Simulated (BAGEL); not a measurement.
# [SiH3]+ (SMILES [SiH3+]), step by step

Wanted: the energy (HF/6-31G*), then the energy (NEVPT2(2,2)/6-31G*), then a single-point energy (CASPT2(2,2)/6-31G*) of [SiH3]+. 

Program for the calculation: BAGEL 1.2.2.

### Step 1. The molecule

[SiH3]+ has 4 atoms, charge +1, and is taken as a singlet. As SMILES, `[SiH3+]`. The Si1–H3 distance was set to 2.797 Å, away from the relaxed value. At this shape a bond of the SMILES string is far longer than usual.

Bond lengths: Si1–H2 1.472 Å, Si1–H4 1.472 Å. Angles: H2–Si1–H4 120.0°.

### Step 2. The energy at HF/6-31G(d) (density fitting with svp-jkfit, spherical functions) (run 1)

The input, input.json:

```json
{ "bagel" : [

{
  "title" : "molecule",
  "basis" : "6-31gs.json",
  "df_basis" : "svp-jkfit",
  "angstrom" : true,
  "geometry" : [
    { "atom" : "Si", "xyz" : [       0.106560,       1.320475,       0.008910 ] },
    { "atom" : "H", "xyz" : [       0.793460,       1.995875,       1.121910 ] },
    { "atom" : "H", "xyz" : [      -0.118400,      -1.467200,      -0.009900 ] },
    { "atom" : "H", "xyz" : [      -0.461940,       2.112175,      -1.094190 ] }
  ]
},

{ "title" : "hf", "charge" : 1 },

{ "title" : "print", "file" : "orbitals.molden", "orbitals" : true }

]}
```

The basis set 6-31G* is read from a file made from the Basis Set Exchange's data (not shown).

Started as:

```sh
$ BAGEL_NUM_THREADS=1 BAGEL input.json > input.out
```

Log:

```text
* using 1 threads per process

  ===============================================================
  ===============================================================

  *** Geometry ***

  { "atom" : "Si", "xyz" : [      0.201369,      2.495336,      0.016837 ] },
  { "atom" : "H", "xyz" : [      1.499422,      3.771657,      2.120103 ] },
  { "atom" : "H", "xyz" : [     -0.223744,     -2.772606,     -0.018708 ] },
  { "atom" : "H", "xyz" : [     -0.872940,      3.991432,     -2.067719 ] },

  Number of auxiliary basis functions:      182

  Since a DF basis is specified, we compute 2- and 3-index integrals:
    o Being stored without compression. Storage requirement is 0.001 GB

  Number of basis functions:       24
  Number of electrons      :       17

    * METHOD: MOLECULE                             0.02

  *** RHF ***

  === Nuclear Repulsion ===
    13.2041211928

      * DIIS with orbital gradients will be used.

  === RHF iteration (6-31gs.json) ===
      0       -290.07288066          0.02553634           0.00
      1       -290.15092270          0.00760117           0.00
      2       -290.15828305          0.00148568           0.00
      3       -290.15858089          0.00019719           0.00
      4       -290.15858664          0.00003146           0.00
      5       -290.15858684          0.00000550           0.00
      6       -290.15858684          0.00000067           0.00
      7       -290.15858684          0.00000008           0.00
      8       -290.15858684          0.00000001           0.00
      9       -290.15858684          0.00000000           0.00
    * SCF iteration converged.

    * Permanent dipole moment:
           (    0.046599,     0.577423,     0.003897) a.u.

    * METHOD: HF                                   0.04

    * METHOD: PRINT                                0.00

  ===============================================================
```

Wall time 0.3 s (1 thread of Intel Xeon Platinum 8488C (Sapphire Rapids), shared host).

### Step 3. A single-point energy at NEVPT2(2,2)/6-31G(d) (density fitting with svp-jkfit, spherical functions) (run 2)

The input, input.json:

```json
{ "bagel" : [

{
  "title" : "molecule",
  "basis" : "6-31gs.json",
  "df_basis" : "svp-jkfit",
  "angstrom" : true,
  "geometry" : [
    { "atom" : "Si", "xyz" : [    0.106560,    1.320475,    0.008910 ] },
    { "atom" : "H", "xyz" : [    0.793460,    1.995875,    1.121910 ] },
    { "atom" : "H", "xyz" : [   -0.118400,   -1.467200,   -0.009900 ] },
    { "atom" : "H", "xyz" : [   -0.461940,    2.112175,   -1.094190 ] }
  ]
},
{ "title" : "hf", "charge" : 1 },
{ "title" : "casscf", "nstate" : 1, "nact" : 2, "nclosed" : 7, "charge" : 1, "active" : [8, 9], "maxiter" : 200, "natocc" : true },
{
  "title" : "nevpt2",
  "nstate" : 1,
  "nact" : 2,
  "nclosed" : 7,
  "charge" : 1,
  "active" : [8, 9],
  "maxiter" : 200,
  "natocc" : true,
  "ncore" : 5
},
{ "title" : "print", "file" : "orbitals.molden", "orbitals" : true }

]}
```

The basis set 6-31G* is read from a file made from the Basis Set Exchange's data (not shown).

Started as:

```sh
$ BAGEL_NUM_THREADS=1 BAGEL input.json > input.out
```

Log:

```text
* using 1 threads per process

  ===============================================================
  ===============================================================

  *** Geometry ***

  { "atom" : "Si", "xyz" : [      0.201369,      2.495336,      0.016837 ] },
  { "atom" : "H", "xyz" : [      1.499422,      3.771657,      2.120103 ] },
  { "atom" : "H", "xyz" : [     -0.223744,     -2.772606,     -0.018708 ] },
  { "atom" : "H", "xyz" : [     -0.872940,      3.991432,     -2.067719 ] },

  Number of auxiliary basis functions:      182

  Since a DF basis is specified, we compute 2- and 3-index integrals:
    o Being stored without compression. Storage requirement is 0.001 GB

  Number of basis functions:       24
  Number of electrons      :       17

    * METHOD: MOLECULE                             0.02

  *** RHF ***

  === Nuclear Repulsion ===
    13.2041211928

      * DIIS with orbital gradients will be used.

  === RHF iteration (6-31gs.json) ===
      0       -290.07288066          0.02553634           0.00
      1       -290.15092270          0.00760117           0.00
      2       -290.15828305          0.00148568           0.00
      3       -290.15858089          0.00019719           0.00
      4       -290.15858664          0.00003146           0.00
      5       -290.15858684          0.00000550           0.00
      6       -290.15858684          0.00000067           0.00
      7       -290.15858684          0.00000008           0.00
      8       -290.15858684          0.00000001           0.00
      9       -290.15858684          0.00000000           0.00
    * SCF iteration converged.

    * Permanent dipole moment:
           (    0.046599,     0.577423,     0.003897) a.u.

    * METHOD: HF                                   0.04

  ---------------------------
      CASSCF calculation
  ---------------------------

    ==== Active orbitals : =====
         Orbital 8
         Orbital 9
    ============================

    * nstate   :      1
    * nclosed  :      7
    * nact     :      2
    * nvirt    :     15
  === CASSCF iteration (6-31gs.json) ===

    * Using the second-order algorithm

      0  0      -290.21499047     1.21e-02      0.00

      1  0      -290.22712452     1.03e-03      0.01

      2  0      -290.22718974     1.24e-04      0.01

      3  0      -290.22719036     1.48e-05      0.01

      4  0      -290.22719036     1.87e-06      0.01

      5  0      -290.22719036     2.48e-07      0.01

      6  0      -290.22719036     3.38e-08      0.01

      7  0      -290.22719036     4.67e-09      0.01

    * Second-order optimization converged. *

     guess   0:   closed 1.                   open ..

  === FCI iteration ===

      0  0      -290.15060490     8.03e-02      0.00
      1  0      -290.21672599     2.73e-02      0.00
      2  0 *    -290.22719036     8.69e-16      0.00

     * ci vector, state   0, <S^2> = 0.0000
       2.     0.8984433204
       .2    -0.4390895126

    * METHOD: CASSCF                               0.06

    * freezing 5 orbitals

  === DF-NEVPT2 calculation ===

    * 3-index integral transformation done
    * assembly done

      NEVPT2 correlation energy:   -0.0487753373      0.00

          (+0)     -0.0327992156
          (+0)'    -0.0026727615
          (+1)     -0.0030476473
          (+1)'    -0.0000000000
          (+2)     -0.0000895719
          (-1)     -0.0094898181
          (-1)'     0.0000000000
          (-2)     -0.0006763229

      NEVPT2 total energy:       -290.2759657020

    * METHOD: NEVPT2                               0.01

    * METHOD: PRINT                                0.00

  ===============================================================
```

Run time: 0.34 s. Hardware: 1 thread of Intel Xeon Platinum 8488C (Sapphire Rapids), shared host.

### Step 4. The energy at CASPT2(2,2)/6-31G(d) (density fitting with svp-jkfit, spherical functions) (run 3)

The input, input.json:

```json
{ "bagel": [

{
  "title": "molecule",
  "basis": "6-31gs.json",
  "df_basis": "svp-jkfit",
  "angstrom": true,
  "geometry": [
    { "atom": "Si", "xyz": [    0.106560,    1.320475,    0.008910 ] },
    { "atom": "H", "xyz": [    0.793460,    1.995875,    1.121910 ] },
    { "atom": "H", "xyz": [   -0.118400,   -1.467200,   -0.009900 ] },
    { "atom": "H", "xyz": [   -0.461940,    2.112175,   -1.094190 ] }
  ]
},
{ "title": "hf", "charge": 1 },
{ "title": "casscf", "nstate": 1, "nact": 2, "nclosed": 7, "charge": 1, "active": [8, 9], "maxiter": 200, "natocc": true },
{ "title": "print", "file": "orbitals.molden", "orbitals": true },
{ "title": "smith", "method": "caspt2", "ms": true, "xms": true, "sssr": true, "shift": 0.2, "shift_imag": true, "ncore": 5 }

]}
```

The basis set 6-31G* is read from a file made from the Basis Set Exchange's data (not shown).

Started as:

```sh
$ BAGEL_NUM_THREADS=1 BAGEL input.json > input.out
```

Log:

```text
* using 1 threads per process

  ===============================================================
  ===============================================================

  *** Geometry ***

  { "atom" : "Si", "xyz" : [      0.201369,      2.495336,      0.016837 ] },
  { "atom" : "H", "xyz" : [      1.499422,      3.771657,      2.120103 ] },
  { "atom" : "H", "xyz" : [     -0.223744,     -2.772606,     -0.018708 ] },
  { "atom" : "H", "xyz" : [     -0.872940,      3.991432,     -2.067719 ] },

  Number of auxiliary basis functions:      182

  Since a DF basis is specified, we compute 2- and 3-index integrals:
    o Being stored without compression. Storage requirement is 0.001 GB

  Number of basis functions:       24
  Number of electrons      :       17

    * METHOD: MOLECULE                             0.03

  *** RHF ***

  === Nuclear Repulsion ===
    13.2041211928

      * DIIS with orbital gradients will be used.

[... 6 lines left out ...]
    * SCF iteration converged.
[... 1 line left out ...]
    * Permanent dipole moment:
[... 27 lines left out ...]
    * Second-order optimization converged. *
[... 9 lines left out ...]
     * ci vector, state   0, <S^2> = 0.0000
[... 16 lines left out ...]
    * Zeroth order energy : state  0       -0.9634262739

    * CASPT2 iteration is performed using orthogonal basis

      -------------------------------------------  CASPT2 iteration  ---------------------------------------------------
       #      aibj      arbs      arbi      airj      risj      airs      arst      rist         Etot      error   time
      ------------------------------------------------------------------------------------------------------------------

       0  -0.03261  -0.00098  -0.01024  -0.00338  -0.00015  -0.00256  -0.00000  -0.00000   -0.0499199  0.0012605   0.00
       1  -0.03263  -0.00099  -0.01025  -0.00339  -0.00015  -0.00259   0.00000  -0.00000   -0.0499929  0.0001494   0.00
       2  -0.03263  -0.00099  -0.01025  -0.00339  -0.00015  -0.00259  -0.00000  -0.00000   -0.0499938  0.0000162   0.00
       3  -0.03263  -0.00099  -0.01025  -0.00339  -0.00015  -0.00259  -0.00000  -0.00000   -0.0499938  0.0000016   0.00
       4  -0.03263  -0.00099  -0.01025  -0.00339  -0.00015  -0.00259   0.00000  -0.00000   -0.0499938  0.0000001   0.00

      ------------------------------------------------------------------------------------------------------------------

    * CASPT2 energy : state  0     -290.2777689198
        w/o shift correction       -290.2771842060
        reference weight              0.9754041257

    * METHOD: SMITH                                0.03

  ===============================================================
```

It took 0.44 s on 1 thread of Intel Xeon Platinum 8488C (Sapphire Rapids), shared host.

### Step 5. What came out

| quantity | value |
| --- | --- |
| run 1, HF/6-31G*: total energy | -290.15859 Eh |
| run 1, HF/6-31G*: HOMO energy | -15.93 eV |
| run 1, HF/6-31G*: LUMO energy | -7.16 eV |
| run 1, HF/6-31G*: HOMO–LUMO gap | 8.77 eV |
| run 2, NEVPT2(2,2)/6-31G*: total energy | -290.27597 Eh |
| run 3, CASPT2(2,2)/6-31G*: total energy | -290.27777 Eh |
